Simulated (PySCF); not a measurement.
# Atomic charges by several schemes

Species: C₅H₁₁P.
SMILES with atom numbers: `[CH2:1]=[CH:2][PH:3][CH:4]([CH3:5])[CH3:6]` (hydrogens: H7, H8 on C1; H9 on C2; H10 on P3; H11 on C4; H12, H13, H14 on C5; H15, H16, H17 on C6)

Geometry (GFN2-xTB, Å), atoms numbered from 1 in this order:
```xyz
17
C5H11P angstrom
C      2.2292   -1.8106    0.1670
C      1.6169   -0.9804   -0.6626
P      1.1913    0.7445   -0.2949
C     -0.6773    0.6117   -0.4408
C     -1.2603   -0.4977    0.4261
C     -1.2898    1.9658   -0.0941
H      2.5144   -2.8085   -0.1271
H      2.4720   -1.5232    1.1776
H      1.4033   -1.2793   -1.6837
H      1.2308    0.6067    1.0994
H     -0.8819    0.3897   -1.4968
H     -0.8284   -1.4629    0.1687
H     -1.0619   -0.3028    1.4792
H     -2.3392   -0.5537    0.2869
H     -0.8859    2.7462   -0.7363
H     -2.3712    1.9392   -0.2183
H     -1.0691    2.2271    0.9399
```

Density: PBE0/pcSseg-1 (PySCF); schemes: Mulliken, IAO, Hirshfeld and ESP-fitted. Isolated species at its GFN2-xTB geometry (one conformer only).

Q: At which atom do the 4 schemes differ most?

A: At C4: from -0.583 (Mulliken) to +0.310 e (ESP-fitted), 0.893 e apart.

Q: Do the Mulliken, IAO, Hirshfeld and ESP-fitted schemes agree on where the charge is lowest?

A: The schemes don't all agree: Mulliken C4 (-0.583); IAO C5 and C6 (-0.417); Hirshfeld C5 (-0.125); ESP-fitted C5 (-0.560).

Q: For which atoms does the sign change between the 4 schemes (beyond +0.03 e in one, beyond −0.03 e in another)?

A: C2, P3, C4 and H10. Atomic charges aren't observables, and each scheme defines them in its own way.

Q: Tabulate the Mulliken, IAO, Hirshfeld and ESP-fitted charges.

A: In e:

| atom | environment | Mulliken | IAO | Hirshfeld | ESP-fitted |
| --- | --- | --- | --- | --- | --- |
| C1 | terminal =CH2 carbon | -0.139 | -0.310 | -0.098 | -0.443 |
| C2 | alkene CH carbon | -0.459 | -0.333 | -0.090 | +0.067 |
| P3 | phosphine phosphorus | +0.350 | +0.350 | +0.111 | -0.364 |
| C4 | sp3 carbon bound to phosphorus | -0.583 | -0.255 | -0.056 | +0.310 |
| C5 | methyl carbon | -0.208 | -0.417 | -0.125 | -0.560 |
| C6 | methyl carbon | -0.213 | -0.417 | -0.122 | -0.534 |
| H7 | vinylic hydrogen | +0.120 | +0.151 | +0.047 | +0.156 |
| H8 | vinylic hydrogen | +0.116 | +0.145 | +0.044 | +0.191 |
| H9 | vinylic hydrogen | +0.136 | +0.152 | +0.046 | +0.104 |
| H10 | P–H hydrogen | +0.026 | -0.040 | -0.014 | +0.153 |
| H11 | methine hydrogen | +0.147 | +0.136 | +0.036 | +0.073 |
| H12 | methyl hydrogen | +0.133 | +0.145 | +0.031 | +0.120 |
| H13 | methyl hydrogen | +0.108 | +0.135 | +0.036 | +0.140 |
| H14 | methyl hydrogen | +0.113 | +0.137 | +0.038 | +0.151 |
| H15 | methyl hydrogen | +0.125 | +0.145 | +0.037 | +0.137 |
| H16 | methyl hydrogen | +0.119 | +0.140 | +0.042 | +0.133 |
| H17 | methyl hydrogen | +0.110 | +0.136 | +0.037 | +0.166 |

Mean size of the charges over all atoms: ESP-fitted 0.224 e, IAO 0.208 e, Mulliken 0.189 e, Hirshfeld 0.059 e. Each set sums to the total charge, 0, to within 0.001 e. The Hirshfeld scheme divides the density at each point in proportion to the densities of the neutral, spherically averaged free atoms. The ESP scheme fits charges at the nuclei, held to the total charge, to the electrostatic potential on points at 1.4 to 2.0 times the van der Waals radii.

Q: How many electrons does the ESP-fitted scheme count on C1?

A: Z − q = 6 − (-0.443) = 6.443.

Q: Sum the charges by element, for elements with more than one atom.

A: 
```
element  atoms  Mulliken     IAO  Hirshfeld  ESP-fitted
      C      5    -1.602  -1.732     -0.490      -1.160
      H     11    +1.252  +1.382     +0.379      +1.524
```

Q: How closely do the schemes follow one another over all atoms?

A: Correlation coefficient and root-mean-square difference: IAO with Hirshfeld 1.00, 0.168 e; Mulliken with IAO 0.87, 0.121 e; Mulliken with Hirshfeld 0.83, 0.182 e; Hirshfeld with ESP-fitted 0.53, 0.242 e; IAO with ESP-fitted 0.51, 0.253 e; Mulliken with ESP-fitted 0.11, 0.338 e.
